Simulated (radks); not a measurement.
# N²⁺ in [He] 2s2 2p1: an all-electron calculation

The task here is to estimate one member of a computed series from the others.

Method: non-relativistic Kohn-Sham, PBE, spin-polarised, spherical densities, point nucleus; open shells are filled with parallel spins first. Code: radks (a radial shooting solver on a logarithmic mesh, Libxc functionals) version 1.

**The atom as given**

- element: nitrogen (Z = 7)
- charge: +2
- electrons: 5
- configuration: [He] 2s2 2p1

The outer shells:

N²⁺
```
[He] core
2s [↑↓]
2p [↑ ][  ][  ]
```

The first run:

Settings of this run:

```text
Z 7
configuration [He] 2s2 2p1 3s0 3p0
relativity non-relativistic
functional pbe,pbe
spin polarised
nucleus point
```

Among the steps run: Self-consistent calculation.

One of the session's tables, all rows but one given; the rest of the session is left out.

It belongs to the step «Orbitals and density». From the orbitals of this run (lengths in bohr):

| level | <r> | outermost maximum (interpolated) | 90 % within |
| --- | --- | --- | --- |
| 1s up | 0.2298 | 0.148 | 0.412 |
| 1s down | 0.2294 | 0.148 | 0.411 |
| 2s up | 1.165 | 0.954 | 1.82 |
| 2s down | 1.181 | 0.961 | 1.85 |
| 2p up | ? | ? | ? |
| 2p down | 1.151 | 0.867 | 1.91 |

Q: Estimate the row for 2p up from the others.

The run gave: <r>: 1.128; outermost maximum (interpolated): 0.857; 90 % within: 1.86. In the column «<r>» it lies between 1s up (0.2298) and 2p down (1.151).

To keep in mind: Open shells are spherical and high-spin; term and fine-structure splittings are not resolved.
